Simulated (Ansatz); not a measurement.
We consider zinc-blende MgS (metastable phase), described by r²SCAN (Ansatz, an electronic-structure program, plane waves, PAW).

Run with plane-wave cutoff 560 eV, 10×10×10 k mesh, Fermi–Dirac smearing 0.01 eV, scalar-relativistic PAW data made under PBE.

Cell (relaxed at this level):

```
CELL_PARAMETERS angstrom
      0.00000    -2.83100     2.83100
      2.83100    -2.83100     0.00000
      2.83100     0.00000     2.83100
ATOMIC_POSITIONS crystal
  Mg 0.00000 0.00000 0.00000
  S  0.25000 0.25000 0.25000
```

### Question
Estimate the bulk modulus, band gap, width of the whole s-p valence band and pressure derivative B′ of the bulk modulus that the calculation returns.

### Answer

- bulk modulus = 59.9 GPa
- band gap = 4.14 eV (direct)
- width of the whole s-p valence band = 11.74 eV
- pressure derivative B′ of the bulk modulus = 4.0

Measured, for comparison: band gap 4.78 ± 0.1 eV (temperature not stated, extrapolated in composition from an alloy gap of 4.19 eV, direct; extrapolated from a Zn0.2Mg0.8S0.645Se0.355 epilayer; as tabulated in Lucero et al. (2012), arXiv:1111.4515). Computed (rounded) less measured: band gap -0.64 eV.
